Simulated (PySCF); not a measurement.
System: diamond-structure Si. Method: G0W0@Hartree–Fock in PySCF (GTH pseudopotentials, Gaussian basis).

The cell has the measured lattice: a = b = c = 5.430 Å, α = β = γ = 90.00°.

Task: Estimate the band gap and smallest direct gap on the k points sampled that the calculation returns.

Result: 
band gap: 2.48 eV ± 0.06
smallest direct gap on the k points sampled: 4.88 eV ± 0.07

Note: cell and atoms aren't relaxed at this level.

A ± is a rough bar: the spread of an extrapolation, a floor set from checks against published values, or a statistical error.

Computed values are for the static lattice.

The result took about 60 core-minutes (a rough figure).
